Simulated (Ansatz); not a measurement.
# BF− (quartet): from Hartree-Fock to the top rungs, aug-cc-pVDZ

One table from this session's results is given with a row withheld; the runs are named, their logs left out.

Program: Ansatz 0.2.0, Gaussian basis. Level of theory: aug-cc-pVDZ, core rule «outside noble gas», up to 2 orbitals frozen. These are calculated values, not measurements.

The runs, in order: UHF; CCSD(T) on ROHF; CCSD(T) on UHF; BCCD(T) on ROHF; CISD; CCSDT(Q) on ROHF; CCSDT(Q) on UHF; CASSCF and MRCISD+Q, 11 electrons in 8 orbitals; CASSCF and NEVPT2, 11 electrons in 8 orbitals.

12 further runs of the same task are left out: 3 for a known fault of the program, 1 that didn't finish, 8 set aside as unsound or not needed.

## What is computed

The geometry is a PBE0/def2-TZVPD stationary point (not a proven minimum).

2 atoms, charge -1, spin multiplicity 4.

Atoms are counted from 1 here; the program's logs count them from 0.

Bond lengths: B1–F2 1.403 Å.

Set-up of the first run:

Contents of in.yaml:

```yaml
crystal:
  periodic: [false, false, false]
  atoms:
    - {symbol: B, position_ang: [0.000000, 0.000000, 0.000000]}
    - {symbol: F, position_ang: [0.000000, 0.000000, 1.402700]}
basis:
  gaussian: {orbitals: aug-cc-pVDZ}
total_charge: -1
magnetization: {spin_polarized: true, initial_magnetization: 3}
hamiltonian: {xc: hf}
output: {orbitals: {seedname: orbitals}}
```

Command:

```bash
> ansatz run in.yaml --threads 1 --pin off --events-out ev --progress --plain --max-ram 2393MiB
```

Steps of the session up to this table: UHF; CCSD(T) on ROHF; CCSD(T) on UHF; BCCD(T) on ROHF; CISD; CCSDT(Q) on ROHF; CCSDT(Q) on UHF; CASSCF and MRCISD+Q, 11 electrons in 8 orbitals; CASSCF and NEVPT2, 11 electrons in 8 orbitals.

One table of the session follows, with a row left open; its other results are not shown here.

```
          method  from UCCSDT(Q) (kcal/mol)
            ROHF                    +169.03
             UHF                    +168.32
            RMP2                     +10.69
            UMP2                     +10.52
            CISD                     +13.83
           RCCSD                      +4.92
           UCCSD                      +4.93
        RCCSD(T)                      +0.67
        UCCSD(T)                      +0.66
         BCCD(T)                      +0.59
          RCCSDT                      +0.24
          UCCSDT                      +0.24
       RCCSDT(Q)                      +0.09
       UCCSDT(Q)                          0
  CASSCF valence                    +153.68
  NEVPT2 valence                     +26.13
  MRCISD valence                     +11.88
MRCISD+Q valence                          ?
```

Estimate the missing values for MRCISD+Q valence.

As computed: from UCCSDT(Q) (kcal/mol): +2.76. In the column «from UCCSDT(Q) (kcal/mol)» it lies between RCCSD(T) (+0.67) and RCCSD (+4.92).

Among the levels timed on like hardware and quicker than the yardstick, those that no quicker one beats, quickest first: NEVPT2 valence (1 s, +26.13 kcal/mol); MRCISD+Q valence (2.2 s, +2.76 kcal/mol); BCCD(T) (3.5 s, +0.59 kcal/mol).

To keep in mind: Of the multireference levels listed MRCISD+Q valence comes nearest in total energy (+2.76 kcal/mol), which doesn't show that its space is the better one. Restricted and unrestricted rows rest on different reference determinants; where their highest levels disagree by more than a few hundredths of an eV, they describe different states and don't form one ladder.
